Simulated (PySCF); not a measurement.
C2H5, SMILES [CH2]C (connectivity only; charge and spin as stated), charge +1, multiplicity 1. Atoms are numbered in the order given.

```xyz
7

C     -0.0069    -0.7431     0.0000
C     -0.0416     0.6572     0.0000
H     -0.9080    -1.3586     0.0000
H      0.9484    -1.2699     0.0000
H      0.6307     0.9996     0.8234
H     -1.0105     1.1450     0.0000
H      0.6307     0.9996    -0.8234
```
Charge +1, spin multiplicity 1.

Geometry: PBE0-D3(BJ)/def2-TZVP. A frequency run showed that this geometry is not a minimum. The spin state was assumed, not searched. The isomer is the one that the SMILES or the coordinates give; other isomers of the formula were not compared.

Method: B3LYP/pcSseg-2 in PySCF.

GIAO shieldings, no solvent; atoms listed in one row are averaged. δ = σ(ref) − σ: ¹³C against TMS (σ = 181.3 ppm); ¹H against TMS (σ = 31.68 ppm), references at their B3LYP-D3(BJ)/def2-TZVP geometries, non-relativistic.

Question: Estimate the chemical shifts. (Estimate from the structure and the level; the computed values follow.)

Answer: 
| nucleus | atoms | count | δ (ppm) |
|---|---|---|---|
| ¹³C | C1 | 1 | 352.9 |
| ¹³C | C2 | 1 | 71.6 |
| ¹H | H4 | 1 | 13.45 |
| ¹H | H3 | 1 | 13.34 |
| ¹H | H5, H6, H7 | 3 | 5.98 |
